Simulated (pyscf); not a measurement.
Thermochemistry of product channels of `[CH][F]` [singlet] + `[CH2]=[CH2]` on the singlet surface, in kJ/mol, from CCSD(T)/def2-TZVPP + ΔMP2(QZVPP) energies (ideal gas, 1 atm, RRHO with modes under 100 cm⁻¹ raised to 100, one conformer, R ln 2 for rigid chiral ones). Structures and frequencies: ωB97X-D3(BJ)/def2-SVP in PySCF. MP2 and CC: frozen core, UHF for open shells. ΔMP2 is the change of the MP2 total energy from the triple- to the quadruple-zeta basis.

```
products                      ΔE  ΔH(298 K)  ΔG(600 K)  ΔG(900 K)
------------------------  ------  ---------  ---------  ---------
`[CH3][CH]=[CH][F]`       -384.3     -366.2     -272.3     -226.1
`[CH3][F]` + `[CH]#[CH]`  -209.5     -202.1     -190.0     -184.6
`[CH2]=[CH][CH2][F]`      -374.5     -355.4     -259.8     -212.5
```

These are energies of the channels, which say nothing of barriers. A restricted singlet here is unstable towards spin polarisation, as is usual where a triplet lies low; its energy is less safe. The CCSD(T) − MP2 part came from Ansatz, without density fitting, on the same reference.
